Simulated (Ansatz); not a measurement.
Geometry optimisation, RKS PBE-D4/def2-SVP (Ansatz).

Input:

```yaml
crystal:
  periodic: [false, false, false]
  atoms:
    - { symbol: O, position_ang: [1.2575, -2.7879, -0.1322] }
    - { symbol: P, position_ang: [0.1871, -1.9512, 0.8198] }
    - { symbol: "N", position_ang: [0.3293, -0.4609, -0.0585] }
    - { symbol: C, position_ang: [-0.4612, 0.4496, 0.1887] }
    - { symbol: C, position_ang: [-0.4815, 1.7648, -0.513] }
    - { symbol: Cl, position_ang: [-1.984, 1.9867, -1.4179] }
    - { symbol: H, position_ang: [1.5245, -2.0977, -0.8249] }
    - { symbol: H, position_ang: [1.1227, -1.6675, 1.8843] }
    - { symbol: H, position_ang: [-1.361, 0.3057, 0.9517] }
    - { symbol: H, position_ang: [-0.4261, 2.5653, 0.2786] }
    - { symbol: H, position_ang: [0.358, 1.8359, -1.1559] }
basis:
  gaussian: { orbitals: def2-SVP }
hamiltonian:
  xc: pbe
  dispersion: d4
relax:
  f_tol: 0.02
  max_steps: 50
output:
  orbitals: {}
```

Command:

```bash
$ ansatz run input.yaml --threads 2 --pin off --max-ram 3072MiB --backend cpu --events-out ev --progress --plain --runs-dir out
```

Question: Where does it end, and by what steps?

Answer: The forces met the threshold. After 12 steps the energy has fallen by 0.432 eV; H7 moved furthest, 0.56 Å.

| step | energy less start (eV) | largest force component (eV/Å) | accepted |
| --- | --- | --- | --- |
| 0 | 0.0000 | 4.082 | yes |
| 1 | -0.3168 | 0.961 | yes |
| 2 | -0.3754 | 1.203 | yes |
| 3 | -0.3741 | 1.089 | no |
| 4 | -0.4196 | 0.374 | yes |
| 5 | -0.4211 | 0.183 | yes |
| 6 | -0.4283 | 0.068 | yes |
| 7 | -0.4296 | 0.117 | yes |
| 8 | -0.4309 | 0.040 | yes |
| 9 | -0.4316 | 0.035 | yes |
| 10 | -0.4320 | 0.034 | yes |
| 11 | -0.4321 | 0.027 | yes |
| 12 | -0.4323 | 0.017 | yes |

```xyz
11
Properties=species:S:1:pos:R:3
O 1.242 -2.860 -0.252
P 0.189 -2.036 0.735
N 0.257 -0.459 -0.047
C -0.600 0.459 0.195
C -0.509 1.788 -0.498
Cl -2.112 2.228 -1.210
H 1.973 -2.274 -0.538
H 1.078 -1.601 1.809
H -1.452 0.359 0.914
H -0.246 2.593 0.219
H 0.246 1.746 -1.304
```

Time of the run: 28 s on 2 threads of Intel(R) Xeon(R) Platinum 8488C (Sapphire Rapids), with other jobs on the host, peak memory 0.19 GiB.
